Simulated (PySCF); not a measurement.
Simulated Si 2p region for `P[SiH2]P`, binding energy against the vacuum level.

Every computed line was given a Gaussian of 0.4 eV full width at half maximum and an area set by the number of equivalent atoms (split 2:1 within a doublet); the highest printed point is 100. Method: delta-SCF UKS SCAN, pcX-2 on the ionised atom, pcseg-1 elsewhere, spin-free X2C in PySCF.

binding energy (eV), intensity and a bar:
```
    106.2          1 
    106.3          5 ##
    106.4         19 ######
    106.5         46 ##############
    106.6         81 ########################
    106.7        100 ##############################
    106.8         88 ##########################
    106.9         56 #################
    107.0         31 #########
    107.1         27 ########
    107.2         38 ###########
    107.3         49 ###############
    107.4         46 ##############
    107.5         31 #########
    107.6         15 ####
    107.7          5 #
    107.8          1 
    107.9          0
```

Question: Count the maxima, the lines and the sites behind this envelope.

Answer: The curve has 2 maxima (at 106.7 and 107.3 eV). Under it lie 2 lines from 1 inequivalent silicon site, drawn as a 2p3/2, 2p1/2 pair.

Question: Decompose the envelope and assign each component. Numbering: `[PH2:1][SiH2:2][PH2:3]`.

Answer: 
```tsv
position (eV)	relative area	line	atoms	environment
106.71	0.67	Si 2p3/2	Si2	SiH2 silicon
107.33	0.33	Si 2p1/2	Si2	SiH2 silicon
```

Shake-up satellites, vibrational structure and lifetime widths aren't simulated. Spin–orbit coupling isn't in the SCF: each 2p doublet comes from a relaxed spin-free hole plus a matrix of the shell (mean-field spin–orbit coupling and the ground-state 2p splitting), with 2p3/2 averaged over its two sublevels. 2p1/2 minus 2p3/2 (ligand field included): Si 0.62 eV. Isolated species at its GFN2-xTB geometry (one conformer only).

Shape of the structure used: `[PH2:1][SiH2:2][PH2:3]`: H–P1–Si2–P3 -169°, H–P1–Si2–P3 -76°, H–P3–Si2–P1 169°, H–P3–Si2–P1 76°.
